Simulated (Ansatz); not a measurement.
Born–Oppenheimer molecular dynamics of H5NSi (7 atoms, charge 0, multiplicity 1). It starts from a relaxed structure.

Theory: RKS r2SCANh-D4/cc-pVDZ in Ansatz.

* ensemble: NVT, Nosé–Hoover chain
* time step: 1 fs
* steps asked: 500
* set temperature: 700 K
* thermostat: time constant 300 fs, chain length 3
* seed: 669323

Frames 2 fs apart, positions in Å, forces in eV/Å.

Velocities at 260.0 fs (Å/ps):

```
Si -0.32 -0.68 1.42
H -6.99 -11.37 -15.66
H -11.46 -5.62 -11.42
H 23.62 22.65 4.68
N 2.35 0.50 0.14
H 7.42 15.46 -9.67
H -36.28 -9.03 -9.37
```

```xyz
7
Properties=species:S:1:pos:R:3:forces:R:3 time_fs=260.0 energy_less_start_eV=0.338 T=310
Si -0.010 -0.049 -0.004 -0.31 -1.22 -0.46
H 1.045 0.347 -0.979 0.42 0.03 0.19
H -0.808 1.184 0.165 -0.61 0.08 -0.20
H 0.355 -0.393 1.419 0.36 0.08 -0.30
N -0.775 -1.589 -0.551 0.06 1.59 1.97
H -0.677 -2.049 -1.420 0.27 -0.08 -1.33
H -0.500 -2.243 0.168 -0.19 -0.48 0.13
7
Properties=species:S:1:pos:R:3:forces:R:3 time_fs=262.0 energy_less_start_eV=0.238 T=462
Si -0.011 -0.051 -0.002 -0.17 -1.03 -0.52
H 1.038 0.325 -1.006 0.26 0.05 0.30
H -0.842 1.174 0.139 -0.45 -0.04 -0.16
H 0.408 -0.346 1.422 0.24 0.04 -0.38
N -0.771 -1.586 -0.548 0.04 1.21 0.43
H -0.657 -2.018 -1.460 0.14 0.42 -0.02
H -0.576 -2.273 0.154 -0.07 -0.66 0.35
7
Properties=species:S:1:pos:R:3:forces:R:3 time_fs=264.0 energy_less_start_eV=0.173 T=567
Si -0.012 -0.055 0.000 -0.12 -0.63 -0.57
H 1.042 0.304 -1.022 0.07 0.06 0.38
H -0.893 1.162 0.106 -0.15 -0.27 -0.12
H 0.471 -0.297 1.411 0.13 0.01 -0.33
N -0.766 -1.579 -0.544 0.23 -0.06 -0.07
H -0.632 -1.971 -1.502 -0.02 0.67 1.16
H -0.654 -2.325 0.151 -0.14 0.21 -0.46
7
Properties=species:S:1:pos:R:3:forces:R:3 time_fs=266.0 energy_less_start_eV=0.124 T=645
Si -0.013 -0.059 0.001 -0.16 -0.25 -0.57
H 1.047 0.286 -1.024 -0.06 0.08 0.35
H -0.950 1.140 0.069 0.14 -0.43 -0.04
H 0.540 -0.248 1.388 0.02 -0.02 -0.19
N -0.760 -1.573 -0.540 0.12 -0.49 0.63
H -0.607 -1.901 -1.504 -0.02 0.23 0.71
H -0.738 -2.369 0.132 -0.03 0.88 -0.89
7
Properties=species:S:1:pos:R:3:forces:R:3 time_fs=268.0 energy_less_start_eV=0.101 T=683
Si -0.015 -0.064 0.002 -0.23 -0.02 -0.44
H 1.051 0.272 -1.012 -0.09 0.11 0.18
H -1.002 1.102 0.030 0.32 -0.39 0.06
H 0.609 -0.200 1.357 -0.09 -0.04 -0.02
N -0.754 -1.567 -0.535 -0.14 0.30 1.36
H -0.582 -1.822 -1.481 0.14 -0.41 -0.77
H -0.823 -2.383 0.081 0.08 0.46 -0.37
7
Properties=species:S:1:pos:R:3:forces:R:3 time_fs=270.0 energy_less_start_eV=0.139 T=629
Si -0.016 -0.069 0.001 -0.18 0.09 -0.17
H 1.052 0.261 -0.994 -0.04 0.14 -0.07
H -1.042 1.050 -0.007 0.33 -0.15 0.16
H 0.675 -0.153 1.325 -0.20 -0.06 0.10
N -0.749 -1.561 -0.526 0.07 1.04 0.21
H -0.552 -1.757 -1.483 0.06 -0.50 -0.69
H -0.905 -2.381 0.016 -0.03 -0.55 0.45
7
Properties=species:S:1:pos:R:3:forces:R:3 time_fs=272.0 energy_less_start_eV=0.216 T=512
Si -0.018 -0.074 0.001 0.07 0.17 0.17
H 1.051 0.255 -0.979 0.02 0.15 -0.30
H -1.071 0.991 -0.037 0.20 0.22 0.25
H 0.733 -0.108 1.297 -0.34 -0.08 0.16
N -0.743 -1.553 -0.516 0.30 0.07 -1.26
H -0.521 -1.711 -1.509 -0.30 -0.35 0.69
H -0.989 -2.397 -0.035 0.04 -0.18 0.29
7
Properties=species:S:1:pos:R:3:forces:R:3 time_fs=274.0 energy_less_start_eV=0.335 T=333
Si -0.020 -0.079 0.000 0.44 0.36 0.42
H 1.050 0.255 -0.974 -0.01 0.13 -0.40
H -1.091 0.941 -0.058 0.04 0.56 0.32
H 0.779 -0.066 1.275 -0.46 -0.11 0.17
N -0.737 -1.544 -0.509 -0.05 -1.54 -1.25
H -0.500 -1.678 -1.511 -0.40 -0.37 0.94
H -1.071 -2.417 -0.075 0.44 0.98 -0.19
7
Properties=species:S:1:pos:R:3:forces:R:3 time_fs=276.0 energy_less_start_eV=0.400 T=233
Si -0.022 -0.083 0.001 0.66 0.71 0.46
H 1.049 0.260 -0.984 -0.15 0.05 -0.33
H -1.110 0.912 -0.068 0.02 0.69 0.36
H 0.807 -0.029 1.260 -0.52 -0.17 0.16
N -0.730 -1.539 -0.506 -0.35 -1.77 -0.41
H -0.493 -1.660 -1.481 -0.12 -0.50 -0.25
H -1.137 -2.403 -0.122 0.47 0.99 0.01
7
Properties=species:S:1:pos:R:3:forces:R:3 time_fs=278.0 energy_less_start_eV=0.431 T=188
Si -0.022 -0.086 0.002 0.59 1.13 0.28
H 1.042 0.267 -1.006 -0.32 -0.04 -0.17
H -1.128 0.908 -0.063 0.18 0.57 0.37
H 0.816 0.003 1.250 -0.50 -0.23 0.19
N -0.725 -1.539 -0.504 0.11 -0.67 -0.19
H -0.491 -1.661 -1.460 0.16 -0.53 -1.18
H -1.186 -2.354 -0.166 -0.23 -0.22 0.70
7
Properties=species:S:1:pos:R:3:forces:R:3 time_fs=280.0 energy_less_start_eV=0.400 T=236
Si -0.022 -0.087 0.003 0.29 1.51 0.00
H 1.022 0.272 -1.036 -0.39 -0.09 -0.01
H -1.139 0.926 -0.044 0.39 0.30 0.35
H 0.806 0.025 1.248 -0.38 -0.28 0.25
N -0.719 -1.540 -0.503 0.72 -0.52 -1.36
H -0.484 -1.681 -1.478 -0.03 -0.31 -0.13
H -1.244 -2.311 -0.185 -0.60 -0.61 0.90
7
Properties=species:S:1:pos:R:3:forces:R:3 time_fs=282.0 energy_less_start_eV=0.335 T=338
Si -0.021 -0.087 0.004 -0.07 1.72 -0.20
H 0.989 0.274 -1.066 -0.31 -0.09 0.08
H -1.135 0.955 -0.012 0.50 0.05 0.29
H 0.781 0.037 1.256 -0.21 -0.33 0.29
N -0.711 -1.544 -0.505 0.09 -1.85 -1.67
H -0.478 -1.713 -1.501 -0.26 -0.12 0.93
H -1.322 -2.287 -0.172 0.26 0.62 0.28
```

Of the whole run (500 fs, mean temperature of the second half 478 K): The conserved energy stayed within 0.97 meV per atom of its start (net change 0.17 meV per atom), so the integration is sound. The mean temperature of the second half is 32 % below the set value. A run of 0.5 ps of so small a system gives no equilibrium averages.

Time of the run: 14 min on 2 threads of Intel(R) Xeon(R) Platinum 8259CL CPU @ 2.50GHz (Skylake/Cascade Lake), on a shared host, peak memory 0.14 GiB.
